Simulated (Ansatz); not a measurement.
Input for Ansatz (development build ahead of 0.2.0):

```yaml
crystal:
  periodic: [false, false, false]
  atoms:
    - { symbol: B, position_ang: [0.0, 0.0, -0.6074] }
    - { symbol: F, position_ang: [0.0, 0.0, 0.6074] }
basis:
  gaussian: { orbitals: def2-SVP }
total_charge: 1
magnetization:
  spin_polarized: true
  initial_magnetization: 1
hamiltonian:
  xc: hf
correlation:
  method: mp2
  frozen_orbitals: { B: 1, F: 1 }
```

The input is written out in the form of the current development build from the run's settings.

Results

- Converged: yes
- Reference energy: -123.64422 hartree
- Correlation energy: -0.22253 hartree
- Total energy: -123.86676 hartree
- Spin squared of the determinant: 0.753
- Stability test: minimum
- Occupied orbitals by symmetry in an Abelian subgroup (alpha; beta): 5 A1 1 B1 1 B2; 4 A1 1 B1 1 B2

Messages of the program:
```
mean field -3364.53066705 eV, -123.6442214534 hartree, gradient 4.0e-6 eV, S^2 0.753525; 0 other ends of a descent, 0 dependent functions left out
```
